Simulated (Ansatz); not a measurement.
Si, quintet; Ansatz (a program for electronic structure) with HF/aug-cc-pVDZ.

Ansatz was given this input:
Ansatz 0.2 input:
```yaml
crystal:
  periodic: [false, false, false]
  atoms:
    - {symbol: Si, position_ang: [0.00000000, 0.00000000, 0.00000000]}
basis:
  gaussian:
    orbitals: aug-cc-pVDZ
hamiltonian:
  xc: hf
magnetization: {spin_polarized: false, initial_magnetization: 4}
```

The log (banner, timings and long lists left out):

```
Functional definition: HF
145 factors; integrals over basis functions are off by at most 1.3e-4 eV
mean field evaluation 1: about -7855.8129 eV, gradient 9.1e0 eV
mean field evaluation 2: about -7855.8129 eV, gradient 9.1e0 eV
mean field evaluation 4: about -7857.3941 eV, gradient 4.0e-1 eV
mean field evaluation 8: about -7857.3997 eV, gradient 7.6e-3 eV
mean field -7857.39964530 eV, -288.7541110280 hartree, gradient 2.8e-5 eV, S^2 6.000000; 0 other end points of the search recorded, 0 dependent functions left out
reference -7857.39964530 eV, -288.7541110280 hartree; 9, 5 occupied and 18, 22 virtual orbitals, 145 factors
Total energy: -7857.39964530 eV, -288.7541110280 hartree
```
